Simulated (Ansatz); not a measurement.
## Bulk modulus B0 of some bcc solids

Method: PBEsol in Ansatz (PAW). References are measured values corrected to a static lattice or taken at low temperature (these still hold zero-point motion). The table is a random draw of 10 from 11 solids with such references.

Values in GPa.

```
solid          reference  PBEsol  error (%)
------  ----------------  ------  ---------
bcc Na               7.9    7.88       -0.3
bcc W      312 (300–328)     322       +3.2
bcc V                161     197        +22
bcc K               3.75    3.72       -0.8
bcc Fe               174     224        +29
bcc Ba  9.34 (9.34–10.6)    9.16       -1.9
bcc Ta               198     208       +5.1
bcc Nb               173     181       +4.6
bcc Li  13.8 (13.1–13.9)    13.7       -0.7
bcc Mo     265 (265–278)     280       +5.7
```

Over these 10 solids the mean error is +6.6 %, the mean absolute error 7.3 % (median 3.9 %), and the worst case bcc Fe at +29 %; the value is above the reference in 6 of 10 cases. Over all 11 the mean error is +5.8 % and the mean absolute error 6.9 % (median 3.2 %).

All these references are brought to a static lattice.

Spin–orbit coupling is left out, also for the solids with elements from indium on (bcc W, bcc Ba, bcc Ta); its size isn't shown.

Brackets give the range of our sources, which can hold other temperatures.

Differences are worked out from the printed values.

Each level is taken at its own relaxed cell. Ansatz's density-functional and Hartree–Fock values are scalar-relativistic unless marked +SOC, with PAW data made under PBE.

Ansatz's runs of these crystals have no spin polarisation, but for bcc Fe.

Density-functional runs with spin start from parallel moments for bcc Fe.

Not in this set, of the bcc solids with a reference value in our tables and a result at some level: 2 for sources at odds (antiferromagnetic bcc Cr, bcc Rb). These can be a level's worst cases. Values held back for tests aren't counted. Layered and molecular crystals are counted apart. The metals Ce to Yb are counted apart.

References as tabulated in Levämäki et al. (2014), arXiv:1402.3671; Mejia-Rodriguez and Trickey (2018), arXiv:1807.09216; doi:10.1021/acs.jctc.3c00612.

Ansatz is an electronic-structure program.
